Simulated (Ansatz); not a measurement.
# S2O: how energies converge with the basis set

The task here is to estimate one member of a computed series from the others.

The runs use Ansatz 0.2.0, Gaussian basis; one geometry, several basis sets.

The runs, in order: PBE0-D4/def2-SVP; ωB97M-V/def2-SVP; PBE0-D4/def2-QZVPP; ωB97M-V/def2-QZVPP; CCSD(T)/cc-pV(D+d)Z; CCSD(T)/cc-pV(T+d)Z; CCSD(T)/cc-pV(Q+d)Z; the functionals' def2-TZVPP values are taken from earlier runs.

## Structure used throughout

The geometry comes from an earlier relaxation with PBE0-D4 in a triple-zeta def2 set; it is a stationary point.

SMILES `O=S=S`, 3 atoms, charge 0, spin multiplicity 1.

Atoms are counted from 1 here; the program's logs count them from 0.

Bond lengths: O1–S2 1.453 Å, S2–S3 1.880 Å. Angles: O1–S2–S3 117.8°.

Set-up of the first run:

The input, in.yaml:

```yaml
crystal:
  periodic: [false, false, false]
  atoms:
    - {symbol: O, position_ang: [0.452030, 1.203823, 0.493268]}
    - {symbol: S, position_ang: [0.529077, -0.205692, 0.148877]}
    - {symbol: S, position_ang: [-0.981097, -0.998131, -0.642146]}
basis:
  gaussian: {orbitals: def2-SVP}
hamiltonian: {xc: pbe0, dispersion: d4}
output: {orbitals: {seedname: orbitals}}
```

Launch:

```
$ ansatz run in.yaml --threads 4 --pin off --events-out ev --progress --plain --max-ram 10444MiB
```

Among the steps run: PBE0-D4 in def2-SVP; ωB97M-V in def2-SVP; PBE0-D4 in def2-QZVPP; ωB97M-V in def2-QZVPP.

One table of the session follows, with a row left open; its other results are not shown here.

```
functional       basis  HOMO (eV)  LUMO (eV)
   PBE0-D4    def2-SVP      -8.00      -3.86
   PBE0-D4  def2-TZVPP      -8.13      -3.92
   PBE0-D4  def2-QZVPP          ?          ?
   ωB97M-V    def2-SVP     -10.09      -1.62
   ωB97M-V  def2-TZVPP     -10.27      -1.73
   ωB97M-V  def2-QZVPP     -10.36      -1.83
```

Q: Estimate the row for PBE0-D4, def2-QZVPP from the others.

As computed: HOMO (eV): -8.19; LUMO (eV): -3.99. In the column «HOMO (eV)» it lies between ωB97M-V, def2-SVP (-10.09) and PBE0-D4, def2-TZVPP (-8.13).
